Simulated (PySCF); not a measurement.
# C5H9F: the cost of one run

Programs: PySCF 2.14.0, with density-fitted response routines of our own. Each step states its level of theory. These are calculated values for one molecule in the gas phase, unless marked as measured. Atoms count from 0, in the outputs and in this text.

**1. The molecule as given**

15 atoms, charge 0, multiplicity 1; geometry from: MMFF94s.

Bonds of the start (Å): F0–C1 1.36, C1–C2 1.52, C2–C3 1.53, C3–C4 1.53, C4–C5 1.53, C5–C1 1.52, C1–H6 1.09, C2–H7 1.09, C2–H8 1.10, C3–H9 1.10, C3–H10 1.09, C4–H11 1.09, C4–H12 1.10, C5–H13 1.09, C5–H14 1.10.

**2. Geometry optimisation at PBE0-D3(BJ)/def2-SVP**

Job settings and geometry (Å):

```
{"job": {"xc": "PBE0", "basis": "def2-SVP", "d3": "d3bj", "grid": 1, "kind": "geom"}, "charge": 0, "multiplicity": 1}
F     -1.063734    -0.032505     1.764211
C     -1.194795     0.074837     0.414843
C     -0.344405     1.232231    -0.071875
C      1.077755     0.679173    -0.051016
C      0.945039    -0.840861    -0.159030
C     -0.550822    -1.131910    -0.239892
H     -2.255836     0.184335     0.177653
H     -0.437898     2.117037     0.564164
H     -0.621708     1.503364    -1.097025
H      1.575758     0.941564     0.889629
H      1.678380     1.094981    -0.866333
H      1.474923    -1.235413    -1.031922
H      1.378755    -1.314569     0.729317
H     -0.803282    -2.067721     0.266751
H     -0.858132    -1.204544    -1.289476
```

The run is started by

```sh
OMP_NUM_THREADS=1 python probes_run.py task.json out
```

One launch serves the whole session: the jobs run in the order shown.

**Question.** How long does this first job take on 1 thread of Intel Xeon Platinum 8375C at 2.90GHz, shared host, and how much memory does it need?

About 28 s, with a peak of 0.55 GiB.
